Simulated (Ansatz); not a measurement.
# COF2 (SMILES O=C(F)F): PBE-QIDH/aug-cc-pVDZ

What is the vertical electron affinity of COF2 at PBE-QIDH/aug-cc-pVDZ? 

Program for the calculation: Ansatz 0.2.0.

55 further runs of the same task are left out: 55 set aside as unsound or not needed.

### 1 Starting point

COF2: 4 atoms, total charge 0, spin state singlet. As SMILES, `O=C(F)F`. Geometry: relaxed at PBE0-D4/def2-TZVP.

Bond lengths: O1–C2 1.169 Å, C2–F3 1.309 Å, C2–F4 1.309 Å. Angles: O1–C2–F3 126.1°, O1–C2–F4 126.1°, F3–C2–F4 107.8°.

### 2 A single-point energy at PBE-QIDH/aug-cc-pVDZ

The input, run.yaml:

```yaml
crystal:
  periodic: [false, false, false]
  atoms:
    - {symbol: O, position_ang: [-1.242660, -0.157400, 0.153910]}
    - {symbol: C, position_ang: [-0.091830, -0.011630, 0.011370]}
    - {symbol: F, position_ang: [0.845490, -0.826670, 0.424670]}
    - {symbol: F, position_ang: [0.488990, 0.995700, -0.589960]}
basis:
  gaussian:
    orbitals: aug-cc-pVDZ
hamiltonian:
  xc: {name: PBE-QIDH}
correlation:
  frozen_orbitals: {C: 1, F: 1, O: 1}
accuracy: high
output:
  orbitals: {seedname: orbitals}
```

The run is started by

```
$ ansatz run run.yaml --threads 1 --pin off --max-ram 3480MiB --events-out events.jsonl --progress --plain --runs-dir runs
```

Log:

```text
Warning: RAYON_NUM_THREADS=1 ignored (pool sized by the plan → 1); use --threads N
Functional definition: PBE-QIDH
  name "PBE-QIDH"
  parameter a = 3^(-1/3)
  parameter c = 1/3
  exchange = (1 - a)*pbe_x + a*exact_x
  correlation = (1 - c)*pbe_c + c*(mp2_os + mp2_ss)
1819 factors; integrals over basis functions are off by at most 3.1e-9 eV
mean field evaluation 1: about -8496.8683 eV, gradient 4.6e1 eV
mean field evaluation 2: about -8496.8704 eV, gradient 4.6e1 eV
mean field evaluation 4: about -8500.4022 eV, gradient 4.1e0 eV
mean field evaluation 8: about -8500.4389 eV, gradient 3.0e-1 eV
mean field evaluation 16: about -8500.4395 eV, gradient 2.3e-5 eV
mean field -8500.43949256 eV, -312.3853895468 hartree, gradient 2.1e-8 eV, S^2 0.000000; 0 other end points of the search recorded, 0 dependent functions left out
4 core orbitals not correlated: weight in the atoms' cores, before any rotation towards them, 1.000 or more for the frozen orbitals, at most 0.000 for the correlated occupied ones
reference -8500.43949380 eV, -312.3853895924 hartree; 12, 12 occupied and 76, 76 virtual orbitals, 1819 factors
second order -22.10992956 eV of doubles, -0.00000000 eV of singles
Total energy: -8507.80947032 eV, -312.6562312339 hartree
```

Run time: 7.2 s. Hardware: 1 thread of Arm Neoverse V1, shared host; peak memory 0.25 GiB.

### 3 The doublet anion at the same level

Changes to run.yaml since step 2:

```diff
@@ -12,6 +12,10 @@
   xc: {name: PBE-QIDH}
+accuracy: high
+total_charge: -1
+magnetization:
+  spin_polarized: true
+  initial_magnetization: 1
+output:
+  orbitals: {seedname: orbitals}
 correlation:
   frozen_orbitals: {C: 1, F: 1, O: 1}
-accuracy: high
-output:
-  orbitals: {seedname: orbitals}
```

The run is started by

```
$ ansatz run run.yaml --threads 1 --pin off --max-ram 3480MiB --events-out events.jsonl --progress --plain --runs-dir runs
```

Log, cut to the lines that bear on the results:

```text
Warning: RAYON_NUM_THREADS=1 ignored (pool sized by the plan → 1); use --threads N
[... 2 set-up lines as earlier in the session ...]
[...]
1818 factors; integrals over basis functions are off by at most 3.5e-9 eV
[...]
mean field -8499.00703923 eV, -312.3327478578 hartree, gradient 5.4e-8 eV, S^2 0.750505; 7 other end points of the search recorded, 0 dependent functions left out
4 core orbitals not correlated: weight in the atoms' cores, before any rotation towards them, 1.000 or more for the frozen orbitals, at most 0.000 for the correlated occupied ones
reference -8499.00704002 eV, -312.3327478867 hartree; 13, 12 occupied and 75, 76 virtual orbitals, 1818 factors
second order -22.55507143 eV of doubles, -0.00000000 eV of singles
Total energy: -8506.52539716 eV, -312.6090424155 hartree
```

It took 23 s on 1 thread of Arm Neoverse V1, shared host; peak memory 0.34 GiB.

### 4 Results

Level: PBE-QIDH/aug-cc-pVDZ, 4 core orbitals frozen.

| quantity | value |
| --- | --- |
| singlet COF2: total energy | -312.65623 Eh |
| singlet COF2: HOMO energy (SCF part's orbitals) | -13.50 eV |
| singlet COF2: LUMO energy (SCF part's orbitals) | 1.12 eV |
| singlet COF2: HOMO–LUMO gap (SCF part's orbitals) | 14.61 eV |
| doublet anion: total energy | -312.60904 Eh |
| doublet anion: HOMO energy (SCF part's orbitals) (highest over α and β) | 1.89 eV |
| doublet anion: LUMO energy (SCF part's orbitals) (lowest over α and β) | 4.67 eV |
| doublet anion: ⟨S²⟩ | 0.751 |
| vertical electron affinity (to the doublet anion) | -1.284 eV |

What this shows: The anion lies 1.28 eV (30 kcal/mol) above the neutral: the electron isn't bound at this level, and such a value depends on the basis. The HOMO (doublet anion) lies at positive energy, 1.89 eV; only total energies tell whether the electron is bound.
